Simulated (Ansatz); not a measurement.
# SiH2O (triplet): from Hartree-Fock to the top rungs at distance O1–H3 along a hydrogen transfer = 1.203 Å, cc-pVTZ

The task here is to estimate one member of a computed series from the others.

Program: Ansatz 0.2.0, Gaussian basis. Level of theory: cc-pVTZ, core rule «outside noble gas», up to 6 orbitals frozen. These are calculated values, not measurements.

Plan: UHF; CCSD(T) on ROHF; CCSD(T) on UHF; BCCD(T) on ROHF; CISD; CCSDT(Q) on ROHF; CCSDT(Q) on UHF; CASSCF and NEVPT2, 4 electrons in 4 orbitals.

3 further runs of the same task are left out: 3 for a known fault of the program.

## The system

The geometry derives from fragments relaxed apart (PBE0/def2-TZVP) and kept rigid, so it is no stationary point. A hydrogen atom is moved between rigid fragments.

4 atoms, charge 0, spin multiplicity 3.

Atoms are counted from 1 here; the program's logs count them from 0.

Bond lengths: O1–H2 0.960 Å, O1–H3 1.203 Å, H3–Si4 1.537 Å. Angles: H2–O1–H3 105.1°, O1–H3–Si4 180.0°.

Set-up of the first run:

Contents of in.yaml:

```yaml
crystal:
  periodic: [false, false, false]
  atoms:
    - {symbol: O, position_ang: [-0.923423, -0.231644, 0.000000]}
    - {symbol: H, position_ang: [-1.172732, 0.694932, 0.000000]}
    - {symbol: H, position_ang: [0.279577, -0.231644, 0.000000]}
    - {symbol: Si, position_ang: [1.816577, -0.231644, 0.000000]}
basis:
  gaussian: {orbitals: cc-pVTZ}
magnetization: {spin_polarized: true, initial_magnetization: 2}
hamiltonian: {xc: hf}
output: {orbitals: {seedname: orbitals}}
```

Run with:

```
$ ansatz run in.yaml --threads 1 --pin off --events-out ev --progress --plain --max-ram 4096MiB --backend cpu
```

Among the steps run: UHF; CCSD(T) on ROHF; CCSD(T) on UHF; BCCD(T) on ROHF; CISD; CCSDT(Q) on ROHF; CCSDT(Q) on UHF; CASSCF and NEVPT2, 4 electrons in 4 orbitals.

One of the session's tables, all rows but one given; the rest of the session is left out.

```
     method  from UCCSDT(Q) (kJ/mol)
       ROHF                  +1015.7
        UHF                   +985.1
       RMP2                    +89.0
       UMP2                        ?
       CISD                   +127.0
      RCCSD                    +43.6
      UCCSD                    +41.9
   RCCSD(T)                     +5.1
   UCCSD(T)                     +5.6
    BCCD(T)                     +5.1
     RCCSDT                     +2.7
     UCCSDT                     +2.5
  RCCSDT(Q)                     +0.4
  UCCSDT(Q)                        0
CASSCF pair                   +945.0
NEVPT2 pair                   +104.9
```

Q: Estimate the row for UMP2 from the others.

The run gave: from UCCSDT(Q) (kJ/mol): +107.9. In the column «from UCCSDT(Q) (kJ/mol)» it lies between NEVPT2 pair (+104.9) and CISD (+127.0).

Limits of these values: Restricted and unrestricted rows rest on different reference determinants; where their highest levels disagree by more than a few hundredths of an eV, they describe different states and don't form one ladder.
